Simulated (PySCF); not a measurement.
Propionyl chloride, C3H5ClO.
Structure used (GFN2-xTB), in Å, numbered top down from 1:
```
atom  x, y, z in Å
C1    -1.1689   -0.3941   -0.0653
C2     0.0381    0.5348   -0.1233
C3     1.2998   -0.1848    0.2155
O4     1.4571   -1.3194    0.5067
Cl5    2.7046    0.9078    0.1400
H6    -2.0723    0.1523   -0.3214
H7    -1.2804   -0.8088    0.9330
H8    -1.0466   -1.2184   -0.7628
H9    -0.0754    1.3676    0.5747
H10    0.1530    0.9679   -1.1197
```

Method used: TDDFT PBE0/def2-SVPD, vertical, gas phase, core orbitals frozen in the response (PySCF).

Transition dipole moments from the ground state, in atomic units and in the frame of the coordinates above (overall signs are arbitrary), for the states with f of 0.002 or more among the lowest 6:

```json
{"state": "S3", "E (eV)": "6.894", "μx": "-0.211", "μy": "-0.223", "μz": "0.026"}
{"state": "S4", "E (eV)": "7.983", "μx": "0.597", "μy": "0.264", "μz": "0.015"}
{"state": "S5", "E (eV)": "8.006", "μx": "-0.185", "μy": "-0.024", "μz": "-0.018"}
{"state": "S6", "E (eV)": "8.247", "μx": "-0.560", "μy": "0.157", "μz": "-0.112"}
```

Question: Work out the oscillator strengths.

Answer: f = (2/3) ΔE |μ|² with ΔE in hartree (27.2114 eV).

```json
{"state": "S3", "|μ|² (au)": "0.095", "|μ| (D)": "0.78", "f": "0.016"}
{"state": "S4", "|μ|² (au)": "0.426", "|μ| (D)": "1.66", "f": "0.083"}
{"state": "S5", "|μ|² (au)": "0.035", "|μ| (D)": "0.48", "f": "0.007"}
{"state": "S6", "|μ|² (au)": "0.351", "|μ| (D)": "1.51", "f": "0.071"}
```

Question: Label these states by symmetry in Cs.

Answer: From a totally symmetric ground state, an allowed state transforms like the component of the dipole operator along its μ. Polarised in the mirror plane, so A′: S3, S4, S5 and S6.

Question: Which bond between heavy atoms lies closest to the direction of the S4 transition dipole?

Answer: C1–C2 and C3–Cl5, at 14° from it; next C2–C3 at 54°.

Question: What angle do the transition dipoles of S3 and S6 make?

Answer: |cos θ| = |μa·μb| / (|μa| |μb|) = 0.44, so θ ≈ 64° (taken between 0 and 90°, since the signs are arbitrary).

Question: What peak molar absorption coefficient would the strongest computed level give as a lone Gaussian band 0.4 eV wide at half height?

Answer: ε(max) = 2.175×10⁸ f / FWHM, with the width in cm⁻¹. S4: 2.175×10⁸ × 0.0833 / 3226 ≈ 5600 L mol⁻¹ cm⁻¹.

One conformer stands for the species.
